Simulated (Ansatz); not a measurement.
Frontier orbitals of `C=CCC=O`.

Cartesian coordinates in Å:
```
C 0.8649 -1.1532 -1.2126
C -0.1422 -0.4707 -0.6901
C 0.0201 0.7219 0.1865
C -0.7780 0.6786 1.4605
O -1.5540 -0.1851 1.7588
H 1.8984 -0.8801 -1.0214
H 0.6945 -2.0130 -1.8494
H -1.1644 -0.7803 -0.8872
H -0.3011 1.6405 -0.3297
H 1.0705 0.8956 0.4485
H -0.6087 1.5459 2.1362
```

The species carries charge 0 and has multiplicity 1. All single points use the PBE0-D4/def2-TZVP geometry. It is one conformer, not always the lowest. Basis def2-TZVPP, Ansatz.

| functional | HOMO (eV) | LUMO (eV) | gap (eV) |
| --- | --- | --- | --- |
| PBE | -5.90 | -1.91 | 3.99 |
| revPBE | -5.84 | -1.81 | 4.03 |
| r2SCAN | -6.19 | -1.65 | 4.54 |
| PBE0 | -7.41 | -0.69 | 6.72 |
| r2SCANh | -6.76 | -1.21 | 5.55 |
| ωB97M-V | -9.75 | 1.64 | 11.39 |

A quarter of exact exchange (PBE0) shifts PBE's HOMO by −1.51 eV and its LUMO by +1.22 eV; full exchange at long range (ωB97M-V) shifts them by −3.85 and +3.55 eV. The gap opens from 3.99 to 11.38 eV, since occupied levels lose self-interaction and empty ones feel all the electrons. A positive LUMO is unbound and depends on the basis.
